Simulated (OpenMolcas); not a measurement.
# OH− (hydroxide): levels of theory compared

We compute a comparison of 6 runs (HF/6-31G, B3LYP/6-31G, M06-2X/6-31G, SVWN5/6-31G, UB3LYP/6-31G, MP2/6-31G) of OH− (hydroxide). 

The results are computed with OpenMolcas 26.06.

4 further runs of the same task are left out: 4 set aside as unsound or not needed.

### Step 1. The molecule

The species is OH− (2 atoms), meant as a singlet with charge -1. As SMILES, `[OH-]`. The O1–H2 distance was set to 1.445 Å, away from the relaxed value.

Bond lengths: O1–H2 1.445 Å.

### Step 2. A single-point energy at HF/6-31G (run 1)

File job.inp:

```
* HO Hartree-Fock
>>> EXPORT MOLCAS_PRINT=2

&GATEWAY
  BASLIB
  $CurrDir
  COORD
  2
  angstrom
  O        0.823580      -0.263594       0.424990
  H       -0.411800       0.131800      -0.212500
  BASIS
  6-31G
  GROUP
  NoSym

&SEWARD

&SCF
  CHARGE
  -1
  THRESHOLDS
  1e-10 1e-07 1e-07 1e-05
  PRORBITALS
  1 1
```

The basis set 6-31G is read from a file made from the Basis Set Exchange's data (not shown).

Run with:

```bash
export MOLCAS_MEM=1860
pymolcas job.inp > job.log
```

The program printed:

```text
--- Start Module: gateway ---
[...]
--- Stop Module: gateway /rc=_RC_ALL_IS_WELL_ ---
--- Start Module: seward ---
[...]
      Basis functions           11
--- Stop Module: seward /rc=_RC_ALL_IS_WELL_ ---
--- Start Module: scf ---
[...]
       Convergence after  13 Iterations
[...]
::    Total SCF energy                                -75.2495634514
[...]
      Total spin, S                                     0.0000000000
[...]
      Total electronic charge=   10.000000
      Total            charge=   -1.000000
[...]
      Dipole Moment (debye):
      Origin of the operator (angstrom)=    0.7504   -0.2402    0.3872
                   X=  7.6077E-01               Y= -2.4349E-01               Z=  3.9258E-01           Total=  8.9004E-01
      Center of Charge (angstrom)
[...]
--- Stop Module: scf /rc=_RC_ALL_IS_WELL_ ---
[...]
```

Run time: 1.6 s. Hardware: 1 thread of Arm Neoverse V1, shared host; peak memory 0.37 GiB.

### Step 3. The energy at B3LYP/6-31G (run 2)

File job.input:

```
&GATEWAY
  BasLib = $CurrDir
  Coord
  2
  angstrom
  O        0.823580      -0.263594       0.424990
  H       -0.411800       0.131800      -0.212500
  Basis = 6-31G
  Group = NoSym

&SEWARD
  GridInput
  Grid=UltraFine
  End of Grid

&SCF
  Charge = -1
  KSDFT = B3LYP
  Thresholds = 1e-10 1e-07 1e-07 1e-05
  PrOrbitals = 1 1
```

The basis set 6-31G is read from a file made from the Basis Set Exchange's data (not shown).

Run with:

```bash
export MOLCAS_MEM=1860
pymolcas job.input > job.log
```

The program printed:

```text
--- Start Module: gateway ---
[...]
--- Stop Module: gateway /rc=_RC_ALL_IS_WELL_ ---
--- Start Module: seward ---
[...]
      Basis functions           11
--- Stop Module: seward /rc=_RC_ALL_IS_WELL_ ---
--- Start Module: scf ---
[...]
       Convergence after  15 Iterations
[...]
::    Total KS-DFT energy                             -75.6567575992
[...]
      Total spin, S                                     0.0000000000
[...]
      Total electronic charge=   10.000000
      Total            charge=   -1.000000
[...]
      Dipole Moment (debye):
      Origin of the operator (angstrom)=    0.7504   -0.2402    0.3872
                   X=  4.5997E-01               Y= -1.4722E-01               Z=  2.3736E-01           Total=  5.3813E-01
      Center of Charge (angstrom)
[...]
--- Stop Module: scf /rc=_RC_ALL_IS_WELL_ ---
[...]
```

It took 3.3 s on 1 thread of Arm Neoverse V1, shared host; peak memory 0.37 GiB.

### Step 4. A single-point energy at M06-2X/6-31G (run 3)

File job.input:

```
&GATEWAY
  BasLib=$CurrDir
  Coord
  2
  angstrom
  O        0.823580      -0.263594       0.424990
  H       -0.411800       0.131800      -0.212500
  Basis=6-31G
  Group=NoSym

&SEWARD
  GridInput
  Grid=UltraFine
  End of Grid

&SCF
  Charge=-1
  KSDFT=M062X
  Thresholds=1e-10 1e-07 1e-07 1e-05
  PrOrbitals=1 1
```

The basis set 6-31G is read from a file made from the Basis Set Exchange's data (not shown).

Run with:

```bash
export MOLCAS_MEM=1860
pymolcas job.input > job.log
```

The program printed:

```text
--- Start Module: gateway ---
[...]
--- Stop Module: gateway /rc=_RC_ALL_IS_WELL_ ---
--- Start Module: seward ---
[...]
      Basis functions           11
--- Stop Module: seward /rc=_RC_ALL_IS_WELL_ ---
--- Start Module: scf ---
[...]
       Convergence after  14 Iterations
[...]
::    Total KS-DFT energy                             -75.6179613398
[...]
      Total spin, S                                     0.0000000000
[...]
      Total electronic charge=   10.000000
      Total            charge=   -1.000000
[...]
      Dipole Moment (debye):
      Origin of the operator (angstrom)=    0.7504   -0.2402    0.3872
                   X=  3.2900E-01               Y= -1.0530E-01               Z=  1.6977E-01           Total=  3.8491E-01
      Center of Charge (angstrom)
[...]
--- Stop Module: scf /rc=_RC_ALL_IS_WELL_ ---
[...]
```

It took 3.6 s on 1 thread of Arm Neoverse V1, shared host; peak memory 0.37 GiB.

Runs 4 to 5 aren't shown in full; the table further down has their settings and results.

### Step 5. The energy at MP2/6-31G (run 6)

File job.input:

```
&GATEWAY
 BasLib=$CurrDir
 Coord
 2
 angstrom
 O        0.823580      -0.263594       0.424990
 H       -0.411800       0.131800      -0.212500
 Basis=6-31G
 Group=NoSym

&SEWARD

&SCF
 Charge=-1
 Thresholds=1e-10 1e-07 1e-07 1e-05
 PrOrbitals=1 1

&MBPT2
 Frozen=1
```

The basis set 6-31G is read from a file made from the Basis Set Exchange's data (not shown).

Run with:

```bash
export MOLCAS_MEM=1860
pymolcas job.input > job.log
```

The program printed:

```text
--- Start Module: gateway ---
[...]
--- Stop Module: gateway /rc=_RC_ALL_IS_WELL_ ---
[...]
      Basis functions           11
[...]
--- Start Module: scf ---
[...]
       Convergence after  13 Iterations
[...]
::    Total SCF energy                                -75.2495634514
[...]
      Total spin, S                                     0.0000000000
[...]
      Total electronic charge=   10.000000
      Total            charge=   -1.000000
[...]
      Dipole Moment (debye):
      Origin of the operator (angstrom)=    0.7504   -0.2402    0.3872
                   X=  7.6077E-01               Y= -2.4349E-01               Z=  3.9258E-01           Total=  8.9004E-01
      Center of Charge (angstrom)
[...]
--- Stop Module: scf /rc=_RC_ALL_IS_WELL_ ---
--- Start Module: mbpt2 ---
[...]
WARNING!
Default frozen orbitals as non valence orbitals is overwritten by user input.
Default values:   1
[...]
       Reference weight ( Cref**2 )         =        0.94970
::    Total MBPT2 energy                              -75.3821329291
[...]
      Total MBPT2 calculations                           0.03      0.03
--- Stop Module: mbpt2 /rc=_RC_ALL_IS_WELL_ ---
[...]
```

Wall time 1.6 s (1 thread of Arm Neoverse V1, shared host); peak memory 0.37 GiB.

### Step 6. The series

| run | level | integration grid | scramble | energy (Eh) | HOMO energy (eV) | LUMO energy (eV) | HOMO–LUMO gap (eV) | wall time |
| --- | --- | --- | --- | --- | --- | --- | --- | --- |
| 1 | HF/6-31G | – | – | -75.249563 | -2.82 | 12.75 | 15.57 | 1.6 s |
| 2 | B3LYP/6-31G | UltraFine | – | -75.656758 | 3.40 | 8.14 | 4.75 | 3.3 s |
| 3 | M06-2X/6-31G | UltraFine | – | -75.617961 | 1.11 | 9.53 | 8.42 | 3.6 s |
| 4 | SVWN5/6-31G | UltraFine | – | -75.094176 | 5.23 | 7.12 | 1.89 | 3.3 s |
| 5 | UB3LYP/6-31G | UltraFine | 0.25 | -75.656758 | 3.40 | 8.14 | 4.75 | 4.8 s |
| 6 | MP2/6-31G | – | – | -75.382133 | -2.82 | 12.75 | 15.57 | 1.6 s |

### Step 7. Results

```
                                                    quantity         value
                                         run 6: total energy  -75.38213 Eh
                  run 6: HOMO energy (Hartree–Fock orbitals)      -2.82 eV
                  run 6: LUMO energy (Hartree–Fock orbitals)      12.75 eV
run 6: HOMO–LUMO gap (to an unbound level, set by the basis)      15.57 eV
           run 6: correlation energy (1 core orbital frozen)    -132.6 mEh
```

Over runs 1, 2, 3, 4, 5 the HOMO–LUMO gap runs from 1.89 eV (SVWN5/6-31G) to 15.57 eV (HF/6-31G). Exact exchange widens orbital gaps. The empty levels of an anion lie above zero and hang on the basis. Totals of different functionals can't be ranked against each other. In runs 2, 3, 4, 5 the HOMO lies above zero, so the outermost electron may be held by the basis alone. All runs together took 18 s, the longest 4.8 s.
